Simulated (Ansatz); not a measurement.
The input, for Ansatz 0.2.0:

```yaml
crystal:
  periodic: [false, false, false]
  atoms:
    - {symbol: Ga, position_ang: [0.000000, 0.230226, 1.196497]}
    - {symbol: Al, position_ang: [0.000000, 0.578079, -2.081776]}
    - {symbol: P, position_ang: [0.000000, -1.079166, -0.778166]}
    - {symbol: H, position_ang: [0.000000, 1.762314, -3.126240]}
basis:
  gaussian: {orbitals: cc-pVDZ}
hamiltonian: {xc: {name: PBE}}
correlation: {method: rpa, electrons: outside_noble_gas}
```

```sh
$ ansatz run in.yaml --threads 1 --pin off --events-out ev --progress --plain --max-ram 2393MiB
```

The program prints:

```
740 factors; integrals over basis functions are off by at most 8.6e-4 eV
mean field evaluation 1: about -68259.0087 eV, gradient 3.1e1 eV
mean field evaluation 2: about -68259.0053 eV, gradient 3.1e1 eV
mean field evaluation 4: about -68261.7513 eV, gradient 1.5e1 eV
mean field evaluation 8: about -68262.9721 eV, gradient 4.6e-1 eV
mean field evaluation 16: about -68262.9724 eV, gradient 3.2e-5 eV
mean field evaluation 32: about -68243.4998 eV, gradient 2.0e1 eV
mean field -68262.97236797 eV, -2508.6179642184 hartree, gradient 3.1e-6 eV, S^2 0.000000; 2 other end points of the search recorded, 0 dependent functions left out
24 core orbitals not correlated: weight in the atoms' cores, before any rotation towards them, 0.996 or more for the frozen orbitals, at most 0.004 for the correlated occupied ones
reference -68202.95154912 eV, -2506.4122398092 hartree; 6, 6 occupied and 38, 38 virtual orbitals, 740 factors
Total energy: -68214.03969852 eV, -2506.8197217839 hartree
```

Ran on 1 thread of Arm Neoverse V1, shared host: 4 s wall, 0.22 GiB peak host memory.
